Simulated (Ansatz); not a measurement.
# CH₃AlCl− (SMILES [CH2-][AlH][Cl]): functionals against CCSD(T) at one geometry

One table from this session's results is given with a row withheld; the runs are named, their logs left out.

Computed with Ansatz 0.2.0, Gaussian basis. Level: single points in def2-TZVPPD.

Cores are frozen in the correlated methods. B3LYP uses VWN-RPA correlation.

### Where the work starts

SMILES `[CH2-][AlH][Cl]`, 6 atoms, charge -1, spin multiplicity 1.

Atoms are counted from 1 here; the program's logs count them from 0.

Bond lengths: C1–Al2 1.901 Å, C1–H4 1.176 Å, C1–H5 1.106 Å, Al2–Cl3 2.139 Å, Al2–H6 1.642 Å. Angles: Al2–C1–H4 104.8°, Al2–C1–H5 107.2°, H4–C1–H5 102.5°, C1–Al2–Cl3 123.2°, C1–Al2–H6 141.3°, Cl3–Al2–H6 95.5°.

As a file:

```xyz
6
charge -1, multiplicity 1
C    -0.6845   -0.1018   -1.0584
Al    0.4646    0.1580    0.4340
Cl    2.0911   -1.1500    0.9021
H    -1.4257   -0.9504   -0.7225
H    -1.3461    0.7821   -1.1204
H     0.7066    1.1707    1.7038
```

Set-up of the first run:

run/in.yaml reads:

```yaml
crystal:
  periodic: [false, false, false]
  atoms:
    - {symbol: C, position_ang: [-0.684500, -0.101800, -1.058400]}
    - {symbol: Al, position_ang: [0.464600, 0.158000, 0.434000]}
    - {symbol: Cl, position_ang: [2.091100, -1.150000, 0.902100]}
    - {symbol: H, position_ang: [-1.425700, -0.950400, -0.722500]}
    - {symbol: H, position_ang: [-1.346100, 0.782100, -1.120400]}
    - {symbol: H, position_ang: [0.706600, 1.170700, 1.703800]}
basis:
  gaussian: {orbitals: "def2-TZVPPD.json"}
total_charge: -1
correlation: {method: ccsd_t}
output: {forces: true}
```

The basis file named in the input lies beside it (Basis Set Exchange, JSON).

No record of the launch command was kept for these runs.

Steps of the session up to this table: CCSD(T)/def2-TZVPPD; PBE0-D4/def2-TZVPPD; wB97M-V/def2-TZVPPD; r2SCAN-D4/def2-TZVPPD; PBE-D4/def2-TZVPPD; r2SCAN0-D4/def2-TZVPPD; B3LYP-D4/def2-TZVPPD.

One of the session's tables, all rows but one given; the rest of the session is left out.

| method | RMS force component (eV/Å) | angle to CCSD(T) forces (°) |
| --- | --- | --- |
| CCSD(T) | 0.681 | reference |
| PBE0-D4 | 0.686 | 7.2 |
| wB97M-V | 0.709 | 8.6 |
| r2SCAN-D4 | 0.669 | 6.0 |
| PBE-D4 | 0.639 | 8.7 |
| r2SCAN0-D4 | 0.714 | 9.6 |
| B3LYP-D4 | ? | ? |

Estimate the missing values for B3LYP-D4.

As computed: RMS force component (eV/Å): 0.704; angle to CCSD(T) forces (°): 5.0. In the column «RMS force component (eV/Å)» it lies between PBE0-D4 (0.686) and wB97M-V (0.709).
